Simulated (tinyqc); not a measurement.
Pariser-Parr-Pople SCF with singles CI, for the molecule Clc1ccsc1 (SMILES; centres numbered as the heavy atoms are written), step by step. One step of it, computed by the program tinyqc.

Task: Iteration 2: Fock matrix. F_rr = H_rr + P_rr gamma_rr / 2 + sum_(s != r) P_ss gamma_rs; F_rs = H_rs - P_rs gamma_rs / 2; E = tr P (H + F) / 2 + core repulsion sum_(r<s) z_r z_s gamma_rs.

P after iteration 1:
```
           1Cl         2C         3C         4C         5S         6C
1Cl   1.957409   0.179402  -0.106377  -0.022682   0.062545  -0.185556
2C    0.179402   1.212753   0.537238  -0.020002  -0.223840   0.751583
3C   -0.106377   0.537238   1.047828   0.789107  -0.155004  -0.188391
4C   -0.022682  -0.020002   0.789107   0.939227   0.414103  -0.432276
5S    0.062545  -0.223840  -0.155004   0.414103   1.765886   0.399224
6C   -0.185556   0.751583  -0.188391  -0.432276   0.399224   1.076897
```

core matrix H (eV):
```
            1Cl          2C          3C          4C          5S          6C
1Cl  -46.555155   -1.610000    0.000000    0.000000    0.000000    0.000000
2C    -1.610000  -45.462510   -2.390000    0.000000    0.000000   -2.390000
3C     0.000000   -2.390000  -42.360355   -2.390000    0.000000    0.000000
4C     0.000000    0.000000   -2.390000  -41.972177   -2.050000    0.000000
5S     0.000000    0.000000    0.000000   -2.050000  -48.445456   -2.050000
6C     0.000000   -2.390000    0.000000    0.000000   -2.050000  -43.718489
```

repulsion gamma_rs (eV):
```
           1Cl         2C         3C         4C         5S         6C
1Cl  11.350000   5.357046   3.806347   2.932561   2.956427   3.806347
2C    5.357046  11.010000   5.316989   4.030401   4.077020   5.316989
3C    3.806347   5.316989  11.010000   5.318369   4.076578   4.029147
4C    2.932561   4.030401   5.318369  11.010000   5.399158   4.029969
5S    2.956427   4.077020   4.076578   5.399158  11.720000   5.399845
6C    3.806347   5.316989   4.029147   4.029969   5.399845  11.010000
```

Centres (angstrom, eV; a flat drawing with bonds scaled to 1.40 angstrom):
```
centre          x          y  core charge z          W   gamma_rr
1Cl      2.159000   0.000000              2  24.740000  11.350000
2C       0.759000   0.000000              1  11.930000  11.010000
3C      -0.064000   1.133000              1  11.930000  11.010000
4C      -1.395000   0.700000              1  11.930000  11.010000
5S      -1.395000  -0.700000              2  23.580000  11.720000
6C      -0.064000  -1.133000              1  11.930000  11.010000
```

Give: F; pi energy.

Result:

F (eV):
```
          1Cl       2C       3C       4C        5S       6C
1Cl  -12.8876  -2.0905   0.2025   0.0333   -0.0925   0.3531
2C    -2.0905  -6.0182  -3.8182   0.0403    0.4563  -4.3881
3C     0.2025  -3.8182  -6.1604  -4.4884    0.3159   0.3795
4C     0.0333   0.0403  -4.4884  -6.7267   -3.1679   0.8710
5S    -0.0925   0.4563   0.3159  -3.1679  -12.2083  -3.1279
6C     0.3531  -4.3881   0.3795   0.8710   -3.1279  -6.3490
```

pi energy = -128.0619 eV
